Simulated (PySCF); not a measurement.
C2H4F2S.
InChI=1S/C2H4F2S/c3-1-5-2-4/h1-2H2

Torsions of this conformer, `[F:1][CH2:2][S:3][CH2:4][F:5]`: F1–C2–S3–C4 71°, C2–S3–C4–F5 72°.

The closed-shell ground state was solved at several levels (PySCF, density fitting, gas phase, non-relativistic). The structure is a single PBE0-D3(BJ)/def2-SVP conformer in the gas phase; no vibrational or solvent corrections.

```csv
level,basis functions,total energy (Eh),HOMO (eV),LUMO (eV),gap (eV),dipole (D)
wB97X-D/pcSseg-2,243,-676.5355,-9.47,2.00,11.47,0.17
PBE0/pcSseg-1,112,-676.0101,-7.59,0.62,8.21,0.16
```

(1) What might B3LYP/def2-SVPD (145 basis functions) give for the same quantities?

(2) Over all these levels, which gives the widest orbital gap and which the narrowest?

(3) How far do the dipole and the HOMO energy spread over the levels?

Answers

(1) Total energy -676.1841 Eh, HOMO -7.41 eV, LUMO -0.09 eV, gap 7.32 eV, dipole 0.23 D.

(2) wB97X-D/pcSseg-2 (range-separated hybrid) has the widest, 11.47 eV, and B3LYP/def2-SVPD (global hybrid, 20 % exact exchange) the narrowest, 7.32 eV. Functional and basis both differ between the two, so the spread mixes both effects.

(3) The dipole runs from 0.16 to 0.23 D (mean 0.18 D) and the HOMO from -9.47 to -7.41 eV.

wB97X-D is run here without its empirical dispersion term; that term would change no orbital, density or response property at a fixed geometry.
